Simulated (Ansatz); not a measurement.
Ansatz (a first-principles code) input (X2C-CCSD(T)/cc-pVTZ-DK):

Ansatz 0.2 input:
```yaml
crystal:
  periodic: [false, false, false]
  atoms:
    - {symbol: C, position_ang: [1.00301936, -1.10164157, -0.02080911]}
    - {symbol: C, position_ang: [1.28424008, 0.29907571, -0.05432505]}
    - {symbol: N, position_ang: [0.41819632, 1.31917150, -0.03747329]}
    - {symbol: C, position_ang: [-0.86956083, 0.96073610, 0.01794842]}
    - {symbol: C, position_ang: [-1.23276224, -0.37498077, 0.05357063]}
    - {symbol: N, position_ang: [-0.35108113, -1.37924782, 0.03586006]}
    - {symbol: H, position_ang: [2.33059801, 0.60890779, -0.09965854]}
    - {symbol: H, position_ang: [-1.61737873, 1.75359655, 0.03392426]}
    - {symbol: H, position_ang: [-2.29264383, -0.64110696, 0.09871751]}
basis:
  gaussian:
    orbitals: cc-pVTZ-DK
total_charge: -1
magnetization: {spin_polarized: false}
correlation: {method: ccsd_t, electrons: outside_noble_gas}
```

End of the output:

```
integrals: 1.12 GiB planned
1314 factors; integrals over basis functions are off by at most 1.1e-3 eV
0.99 GiB of device memory are held for the factors and their scratch space
mean field: 0.97 GiB planned
mean field evaluation 1: about -7132.2123 eV, gradient 2.9e1 eV
mean field evaluation 2: about -7132.5853 eV, gradient 3.0e1 eV
mean field evaluation 4: about -7135.4785 eV, gradient 6.1e0 eV
mean field evaluation 8: about -7135.6009 eV, gradient 5.3e-1 eV
mean field evaluation 16: about -7135.6026 eV, gradient 1.6e-6 eV
mean field evaluation 32: about -7128.2817 eV, gradient 1.4e-2 eV
mean field evaluation 64: about -7128.2797 eV, gradient 1.7e-1 eV
mean field -7135.60260455 eV, -262.2285590322 hartree, gradient 1.6e-6 eV, S^2 0.000000; 3 other end points of the search recorded, 0 dependent functions left out; unrestricted orbitals would lower it
determinant -7135.60260455 eV, -262.2285590322 hartree, with singles and doubles -7164.05223173 eV, -263.2740635470 hartree
determinant -7128.28166595 eV, -261.9595195006 hartree, with singles and doubles -7158.17175027 eV, -263.0579598394 hartree
6 core orbitals not correlated
reference -7135.60260455 eV, -262.2285590322 hartree; 15, 15 occupied and 201, 201 virtual orbitals, 1314 factors
second order -28.02203843 eV of doubles, -0.00000000 eV of singles
coupled cluster: 8.51 GiB planned
cycle   1  -28.11110090 eV  change    -2.0e0 eV  update   2.8e-2
cycle   2  -28.19207270 eV  change   -8.1e-2 eV  update   5.5e-3
cycle   3  -28.18246212 eV  change    9.6e-3 eV  update   2.9e-3
cycle   4  -28.18049092 eV  change    2.0e-3 eV  update   9.9e-4
cycle   5  -28.18080474 eV  change   -3.1e-4 eV  update   6.0e-4
cycle   6  -28.18039497 eV  change    4.1e-4 eV  update   2.3e-4
cycle   7  -28.18047490 eV  change   -8.0e-5 eV  update   9.2e-5
cycle   8  -28.18056779 eV  change   -9.3e-5 eV  update   3.3e-5
cycle   9  -28.18056556 eV  change    2.2e-6 eV  update   1.4e-5
coupled cluster: 8.51 GiB planned
perturbative correction -1.60746008 eV, -0.0590730683 hartree
Total energy: -7165.39063019 eV, -263.3232487834 hartree
Relativity: scalar
```

It need not be the lowest isomer of its formula. Whether it binds its extra electron was not tested at this geometry.
